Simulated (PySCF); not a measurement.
Basis-set dependence of excited states

(E)-2-butenenitrile, C₄H₅N.
SMILES: `C/C=C/C#N`

TDDFT with PBE0 (PySCF), vertical singlets, core orbitals frozen in the response, spherical d and f functions. Geometry: PBE0-D3(BJ)/def2-SVP; no solvent, vibrations or thermal averaging.

| basis | functions | diffuse | S1 (eV) | S2 (eV) | S3 (eV) | S4 (eV) | S5 (eV) | LUMO (eV) | α (au) |
| --- | --- | --- | --- | --- | --- | --- | --- | --- | --- |
| 6-31G* | 80 | no | 6.33 | 6.37 | 6.95 | 7.51 | 8.08 | -1.06 | 46.4 |
| def2-SVP | 95 | no | 6.30 | 6.36 | 6.97 | 7.41 | 7.93 | -1.26 | 47.9 |
| 6-31+G* | 100 | yes | 6.17 | 6.35 | 6.71 | 7.15 | 7.49 | -1.37 | 52.9 |
| def2-SVPD | 140 | yes | 6.18 | 6.33 | 6.82 | 7.40 | 7.45 | -1.43 | 55.8 |
| aug-cc-pVDZ | 160 | yes | 6.11 | 6.30 | 6.59 | 6.91 | 7.25 | -1.42 | 57.2 |
| def2-TZVP | 185 | no | 6.15 | 6.29 | 6.84 | 7.42 | 7.87 | -1.40 | 54.3 |
| def2-TZVPD | 230 | yes | 6.11 | 6.28 | 6.70 | 7.09 | 7.41 | -1.43 | 57.2 |

Task: Compare the sets with the largest diffuse one.

Result: States are compared by their number. Against the largest diffuse basis here (def2-TZVPD, itself not a converged limit), sets without diffuse functions differ by up to 0.22 eV in S1 and 0.67 eV in S5; the smaller diffuse sets differ by up to 0.06 and 0.16 eV. State by state, the largest deviation of a set without diffuse functions is S1 0.22, S2 0.09, S3 0.27, S4 0.41, S5 0.67 eV. The same number needn't mean the same state in each row. Against def2-TZVPD the polarisability deviates by -19% in 6-31G*, -16% in def2-SVP, -7% in 6-31+G*, -2% in def2-SVPD, 0% in aug-cc-pVDZ, -5% in def2-TZVP. A single + in a Pople set puts diffuse functions on heavy atoms only.
